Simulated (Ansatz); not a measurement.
For α-phase Ga, r²SCAN in Ansatz (PAW) gives:

* **equilibrium volume per atom**: 19.19 Å³/atom
* **cohesive energy**: 2.84 eV/atom

What does HSE06 (plane waves, PAW; Ansatz, a program for electronic structure) give for the same quantities?


- equilibrium volume per atom: 19.61 Å³/atom (increases by 2.2 %)
- cohesive energy: 2.64 eV/atom (shrinks by 0.20 eV/atom)

For comparison: cohesive energy 2.81 eV/atom (measured, 0 K, copied from a table, unchecked, 0 K, 1 atm; zero-point vibration energy not added; as tabulated in Kittel's textbook).

Changes are worked out from the printed values.

Unless a cell is named, each level is at its own relaxed cell (r²SCAN 19.19, HSE06 19.61 Å³/atom).

Caveats: hybrids on metals are sensitive to the k mesh and can open a false gap (HSE06). Ansatz's density-functional and Hartree–Fock values are scalar-relativistic unless marked +SOC, with PAW data made under PBE.
